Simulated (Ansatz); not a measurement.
# NaO+ (triplet): the correlation ladder at distance O1–Na2 = 5.632 Å, cc-pVDZ

One table from this session's results is given with a row withheld; the runs are named, their logs left out.

The runs use Ansatz 0.2.0, Gaussian basis; cc-pVDZ, core rule «outside noble gas», up to 6 orbitals frozen.

To be run: UHF; CCSD(T) on ROHF; CCSD(T) on UHF; BCCD(T) on ROHF; CCSDT(Q) on ROHF; CCSDT(Q) on UHF; Full CI.

79 further runs of the same task are left out: 65 for a known fault of the program, 11 that didn't finish, 3 set aside as unsound or not needed. Runs told in other sessions of the task aren't counted.

### The system

The geometry derives from a PBE0/def2-TZVP stationary point (not a proven minimum). One bond is set to the value named and the two fragments are kept rigid.

2 atoms, charge 1, spin multiplicity 3.

Atoms are counted from 1 here; the program's logs count them from 0.

No contacts short enough for the rule that draws bonds.

Set-up of the first run:

in.yaml

```yaml
crystal:
  periodic: [false, false, false]
  atoms:
    - {symbol: O, position_ang: [0.000000, 0.000000, 0.000000]}
    - {symbol: Na, position_ang: [0.000000, 0.000000, 5.632000]}
basis:
  gaussian: {orbitals: cc-pVDZ}
total_charge: 1
magnetization: {spin_polarized: true, initial_magnetization: 2}
hamiltonian: {xc: hf}
output: {orbitals: {seedname: orbitals}}
```

Run with:

```sh
> ansatz run in.yaml --threads 1 --pin off --events-out ev --progress --plain --max-ram 2393MiB
```

Among the steps run: UHF; CCSD(T) on ROHF; CCSD(T) on UHF; BCCD(T) on ROHF; CCSDT(Q) on ROHF; CCSDT(Q) on UHF; Full CI.

One of the session's tables, all rows but one given; the rest of the session is left out.

```
   method  from FCI (kJ/mol)
     ROHF                  ?
      UHF             +310.0
     RMP2              +42.1
     UMP2              +42.0
    RCCSD               +2.5
    UCCSD               +2.3
 RCCSD(T)               +0.5
 UCCSD(T)               +0.3
  BCCD(T)               +0.5
   RCCSDT               +0.1
   UCCSDT                0.0
RCCSDT(Q)                0.0
UCCSDT(Q)               -0.2
      FCI                  0
```

Estimate the missing values for ROHF.

As computed: from FCI (kJ/mol): +322.4. In the column «from FCI (kJ/mol)» it is the highest.

Limits of these values: Levels on UHF freeze UHF's core orbitals, full CI those of ROHF, so the U rows can settle a little off it for that reason alone. Restricted and unrestricted rows rest on different reference determinants; a gap between their highest levels can come from leftover correlation error, from unlike frozen cores or from another state.
